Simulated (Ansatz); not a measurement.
Species: F2, net charge 1, doublet state. 
Geometry from a B3LYP-D3(BJ)/def2-TZVP (Ansatz, a first-principles code) optimisation:
```
F
F 1 1.2931
```
Charge +1, spin multiplicity 2.

Parts of the frozen-core correlation energy in 6-31G (Ansatz, hartree). Frozen orbitals: 2; correlated occupied orbitals by spin: 7 and 6; virtual: 9 and 10. Open shells are spin-unrestricted. No spin-orbit coupling. Non-relativistic.

```
term                            value
-------------------------  ----------
reference (HF)             -198.06508
MP2 opposite-spin                 ___
MP2 same-spin                     ___
CCSD correlation                  ___
(T)                          -0.00533
T1 diagnostic                   0.099
largest doubles amplitude       0.192
<S^2> of the reference          0.848
```

**Question.** Complete the blanks.

**Answer.** 
- MP2 opposite-spin, value: -0.15562
- MP2 same-spin, value: -0.05755
- CCSD correlation, value: -0.26301
